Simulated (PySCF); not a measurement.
Consider methanesulfonic acid, `CS(=O)(=O)O` (CH4O3S). Non-hydrogen atoms are numbered in `[CH3:1][S:2](=[O:3])(=[O:4])[OH:5]`.

These are calculated values, PBE0-D3(BJ)/ma-def2-TZVP in PySCF (grid level 2) at geometries from PBE0-D3(BJ)/ma-def2-SVP. Zero-point and thermal terms (298.15 K, 1 bar) come from unscaled PBE0-D3(BJ)/ma-def2-SVP harmonic frequencies, with soft modes damped to free rotors in the entropy.

Problem. Rank these of its positions by gas-phase deprotonation enthalpy, most acidic first.
A. C1 (methyl carbon)
B. O5 (hydroxyl oxygen)

Solution. B (1339 kJ/mol), A (1522 kJ/mol).

Problem. For C1 (methyl carbon), what are ΔE (electronic) and ΔG(298 K) of the loss of the proton?

Solution. ΔE = 1554 and ΔG = 1491 kJ/mol, beside ΔH = 1522 kJ/mol. The product is `[CH2-]S(=O)(=O)O`.

Problem. Of those listed, which site of deprotonation is favoured in water (IEF-PCM), and by how much?

Solution. O5 (hydroxyl oxygen), by 198 kJ/mol over C1 (methyl carbon); the gas phase favours the same one.
